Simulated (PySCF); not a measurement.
Simulated C 1s region for `CCOC` (C3H8O), binding energy against the vacuum level.

Every computed line was given a Gaussian of 0.6 eV full width at half maximum and an area set by the number of equivalent atoms; the highest printed point is 100. The calculation used PySCF 2.14.0, delta-SCF UKS SCAN, pcX-2 on the ionised atom, pcseg-1 elsewhere, spin-free X2C.

binding energy (eV), intensity and a bar:
```
    289.8          0 
    289.9          0 
    290.0          1 
    290.1          4 #
    290.2          8 ##
    290.3         16 #####
    290.4         27 ########
    290.5         39 ############
    290.6         48 ##############
    290.7         51 ###############
    290.8         46 ##############
    290.9         36 ###########
    291.0         24 #######
    291.1         14 ####
    291.2          7 ##
    291.3          3 #
    291.4          3 #
    291.5          6 ##
    291.6         13 ####
    291.7         26 ########
    291.8         46 ##############
    291.9         69 #####################
    292.0         90 ###########################
    292.1        100 ##############################
    292.2         96 #############################
    292.3         79 ########################
    292.4         56 #################
    292.5         34 ##########
    292.6         18 #####
    292.7          8 ##
    292.8          3 #
    292.9          1 
    293.0          0
```

**Question.** How many maxima does the curve show, and how many computed lines lie under it?

**Answer.** The curve has 2 maxima (at 290.7 and 292.1 eV). Under it lie 3 lines from 3 inequivalent carbon sites. At this width some lines have no maximum of their own.

**Question.** Decompose the envelope and assign each component. Numbering: `[CH3:1][CH2:2][O:3][CH3:4]`.

**Answer.** 
```json
{"position (eV)": "290.69", "relative area": "1", "line": "C 1s", "atoms": "C1", "environment": "methyl carbon"}
{"position (eV)": "292.09", "relative area": "1", "line": "C 1s", "atoms": "C2", "environment": "sp3 carbon bound to oxygen"}
{"position (eV)": "292.16", "relative area": "1", "line": "C 1s", "atoms": "C4", "environment": "methoxy carbon"}
```

Lowest listed C 1s: C1, bonded to C and 3 H. Highest, 1.47 eV above it: C4, bonded to O and 3 H.

Shake-up satellites, vibrational structure and lifetime widths aren't simulated. One conformer (not necessarily the lowest) at the PBE0-D3(BJ)/def2-SVP geometry, without solvent, vibrations or thermal averaging.

Time: 25 s wall; peak memory 0.43 GiB. Hardware: one thread, Arm Neoverse V1 (aarch64), no GPU, shared host with 64 logical CPUs at a one-minute load of 22.

Conformer computed: `[CH3:1][CH2:2][O:3][CH3:4]`: C1–C2–O3–C4 180°.
